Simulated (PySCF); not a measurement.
## Carbon: a sound run and one with changed settings

Sound run: C [He] 2s2 2p2, C⁺ [He] 2s2 2p1. All numbers are calculated (PySCF 2.14, no relativity, point nucleus, in cc-pVTZ). The sound run starts from symmetry-adapted Hartree-Fock orbitals and uses a fine grid where one is needed.

A second run was set up differently.

| species | method | sound run (hartree) | changed run (hartree) | converged |
| --- | --- | --- | --- | --- |
| C | UHF | -37.69157 | -37.69157 | yes |
| C | PBE | -37.79492 | -37.79484 | yes |
| C | MN15 | -37.80922 | -37.80964 | yes |
| C⁺ | UHF | -37.29475 | -37.29475 | yes |
| C⁺ | PBE | -37.37136 | -37.37144 | yes |
| C⁺ | MN15 | -37.39333 | -37.39356 | yes |

Ionisation energy of C:

```
method  sound run (eV)  changed run (eV)
   UHF          10.798            10.798
   PBE          11.526            11.521
  MN15          11.317            11.322
```

Question: What was changed?
A. radial grid too coarse
B. a valence shell is frozen
C. minimal basis
D. level shift left on

Answer: A. It used radial step 0.3 in ln r (0.13 in the sound run). A coarse radial grid mis-integrates the density and the exchange-correlation energy, with errors of either sign; Hartree-Fock needs no grid.
